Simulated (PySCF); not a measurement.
Working out the ionisation energy of S

S [Ne] 3s2 3p4 (3P) → S⁺ [Ne] 3s2 3p3 (4S). Calculation: PySCF 2.14, in cc-pV(D+d)Z (4s3p2d, 23 functions); no relativity, point nucleus. Frozen: [Ne]. Energies in hartree (1 hartree = 27.21139 eV):

```csv
part,S (lower),S⁺ (upper)
UHF,-397.497018,-397.158808
CCSD correlation,-0.105728,-0.089949
(T),-0.001377,-0.001084
```

What does Hartree-Fock give?

(-397.158808) − (-397.497018) = 0.338210 hartree = 9.203 eV.

What do CCSD and CCSD(T) give?

The CCSD correlation energies differ by 0.015779 hartree = 0.429 eV and the triples by 0.000293 hartree = 0.008 eV, so CCSD gives 9.632 eV and CCSD(T) 9.640 eV.

Measured between the centres of the two terms (NIST): 10.336 eV, so CCSD(T) (valence) is off by -0.696 eV.

What remains against the reference includes basis incompleteness, the frozen core and higher excitations.
